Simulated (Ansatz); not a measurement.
Results of PBE-D4 in Ansatz (PAW) for zinc-blende MgTe (metastable phase).

Run with plane-wave cutoff 520 eV, 10×10×10 k mesh, Fermi–Dirac smearing 0.01 eV, scalar-relativistic PAW data made under PBE.

The cell is scaled about its equilibrium volume:

```csv
V (Å³/atom),P (GPa),direct gap at Γ (eV)
31.110,2.63,2.796
31.772,1.66,2.697
32.434,0.79,2.601
33.096,0.00,2.510
33.758,-0.71,2.421
34.420,-1.35,2.335
35.082,-1.92,2.253
```

A straight line through the gaps at Γ against ln V gives a volume deformation potential dE_g(Γ)/d ln V of -4.5 eV: the gap at Γ widens under compression.

Measured, for comparison: band gap 3.67 eV (2 K, zero-point motion not removed; as tabulated in arXiv:1206.3780).

Spin–orbit coupling is not included; with these elements it can move the gap by several tenths of an eV or more.

Ansatz is a quantum-chemistry and plane-wave program.
